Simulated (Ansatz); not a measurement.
Antifluorite Mg2Si, treated with LDA (plane waves, PAW; Ansatz, a program for electronic structure).

Total energies, extrapolated to zero smearing (they compare only within this program, potentials and cutoff):

```json
[
 {"system": "antifluorite Mg2Si, relaxed", "energy (eV/atom)": "-1470.7909"},
 {"system": "hcp Mg", "energy (eV/atom)": "-1901.6040"},
 {"system": "diamond-structure Si", "energy (eV/atom)": "-608.6487"}
]
```

Problem. Work out the enthalpy of formation per atom.

Solution. ΔH_f ≈ ΔE = -1470.7909 − [2 × (-1901.6040) + 1 × (-608.6487)]/3 = -0.172 eV/atom (0 K, no vibrations). The reference value is -0.269 eV/atom (measured, 298 K, copied from a table, unchecked, no zero-point or thermal correction; as tabulated in Wang et al. (2021), doi:10.1038/s41598-021-94550-5), a difference of +0.097 eV/atom.

The PAW data were made under PBE.
